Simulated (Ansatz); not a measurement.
A made-up structure of AlBSiH$_{5}$, doublet:

```
8
angstrom
B -0.8701 0.1537 -0.5716
Si 0.6188 1.1374 0.0840
Al 0.4963 -1.3049 0.6409
H -1.8478 0.0240 0.1176
H 1.5421 -2.2861 1.1450
H 0.6590 1.8433 1.3911
H 1.9025 1.3164 -0.6432
H -0.1747 -2.7434 0.6035
```

It is relaxed with PBE-D4/def2-SVP and then PBE0-D4/def2-TZVP (Ansatz 0.2.0). Atoms count as bonded within 1.22 times the sum of their covalent radii (H–H: 0.88 Å). The end point is not checked to be a true minimum.

Does its bonding change? (Judge from chemistry; the calculation decides.)

The calculation gives: Yes. Formed: none; broken: Si2–Al3.

Where it ends: The first stage lowers the energy by 1.55 eV in 29 steps. It ends as AlBSiH₅ ([AlH2][BH][SiH2]):
B1  (-0.390, -0.079, 0.029)
Si2  (0.616, 1.464, 0.545)
Al3  (0.285, -2.048, 0.291)
H4  (-1.458, 0.162, -0.463)
H5  (1.150, -2.788, -0.826)
H6  (0.203, 2.886, 0.402)
H7  (1.964, 1.410, 1.169)
H8  (-0.042, -2.867, 1.620)
(Å)

Labels in which every atom is bracketed show which atoms are joined, not bond orders.

For scale, one of the runs: PBE0-D4/def2-TZVP relaxation, 135 basis functions, launched by `ansatz run in.yaml --threads 2 --pin off --events-out ev --progress --plain --max-ram 4352MiB`. Hardware: 2 CPU threads of an Arm Neoverse V2, shared host. Wall time about 22 s.
